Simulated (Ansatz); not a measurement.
## SiC, triplet: reading a ladder of total energies

Geometry: that of the SiC, singlet, kept fixed.

```xyz
2

Si    0.0000    0.0000    0.0000
C     0.0000    0.0000    1.6358
```

Basis cc-pVDZ; Ansatz 0.2.0. Correlated methods freeze the noble-gas cores, which leaves 8 electrons in 26 orbitals. Prefix R: restricted or restricted open-shell reference.

Full CI is exact within this basis and frozen core; it isn't the basis-set limit.

Runs differ by some tens of microhartree through their thresholds and, for an open shell, their frozen cores, so steps under 0.03 kcal/mol mean nothing.

| level | total energy (hartree) |
| --- | --- |
| RHF | -326.601795 |
| RMP2 | -326.761409 |
| RCCSD | -326.793760 |
| RCCSD(T) | -326.803210 |
| RCCSDT | -326.804973 |
| RCCSDT(Q) | -326.805888 |
| RCCSDTQ | -326.805893 |
| full CI | -326.805979 |

Task: What is the correlation energy at full CI, and what share of it do RMP2 and RCCSDT(Q) recover?

Result: E(corr) = -326.805979 − (-326.601795) = -0.204184 hartree = -5.556 eV. RMP2: -0.159614 / -0.204184 = 78.17 %. RCCSDT(Q): -0.204093 / -0.204184 = 99.96 %.

Task: By how many kcal/mol does RCCSD(T) miss full CI (1 hartree = 627.509 kcal/mol), and which steps make up the rest?

Result: -326.803210 − (-326.805979) = 0.002769 hartree = 1.74 kcal/mol. Steps: RCCSDT − RCCSD(T) = -1.11, RCCSDT(Q) − RCCSDT = -0.57, RCCSDTQ − RCCSDT(Q) = 0.00, full CI − RCCSDTQ = -0.05 kcal/mol. Differences between like states or geometries often cancel part of this.
